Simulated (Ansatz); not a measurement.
Geometry optimisation, Ansatz, UKS PBE0-D4/def2-SVPD.

Input file:

```yaml
crystal:
  periodic: [false, false, false]
  atoms:
    - { symbol: Al, position_ang: [0.0, 0.0, -0.090042] }
    - { symbol: H, position_ang: [0.0, 0.0, 1.48077] }
    - { symbol: H, position_ang: [1.391955, 0.0, -0.847675] }
    - { symbol: H, position_ang: [-1.391955, 0.0, -0.847675] }
    - { symbol: Cl, position_ang: [0.0, 0.0, 4.034623] }
magnetization:
  spin_polarized: true
  initial_magnetization: 1
basis:
  gaussian: { orbitals: def2-SVPD }
hamiltonian:
  xc: pbe0
  dispersion: d4
relax:
  f_tol: 0.03
  max_steps: 50
```

Run as:

```bash
$ ansatz run input.yaml --threads 2 --pin off --max-ram 3072MiB --backend cpu --events-out ev --progress --plain --runs-dir out
```

Question: Where does it end, and by what steps?

Answer: It converged. After 10 steps the energy has fallen by 0.838 eV; H2 moved furthest, 0.73 Å. Parted: Al1–H2 (1.57 → 2.38 Å). Joined: H2–Cl5 (2.55 → 1.34 Å).

| step | energy less start (eV) | largest force component (eV/Å) | accepted |
| --- | --- | --- | --- |
| 0 | 0.0000 | 0.898 | yes |
| 1 | -0.0908 | 0.725 | yes |
| 2 | -0.1380 | 0.754 | yes |
| 3 | -0.3265 | 0.860 | yes |
| 4 | -0.5327 | 1.003 | yes |
| 5 | -0.6868 | 0.810 | yes |
| 6 | -0.6898 | 0.937 | yes |
| 7 | -0.8272 | 0.434 | yes |
| 8 | -0.8351 | 0.090 | yes |
| 9 | -0.8377 | 0.097 | yes |
| 10 | -0.8380 | 0.004 | yes |

```xyz
5
Properties=species:S:1:pos:R:3
Al 0.000 0.000 -0.167
H 0.000 0.000 2.214
H 1.400 0.000 -0.934
H -1.400 0.000 -0.934
Cl 0.000 0.000 3.552
```

Whether the end is a true minimum wasn't checked by a vibrational analysis.

Time of the run: 11 s on 2 threads of Intel(R) Xeon(R) 6975P-C (Granite Rapids), with other jobs on the host, peak memory 0.2 GiB.
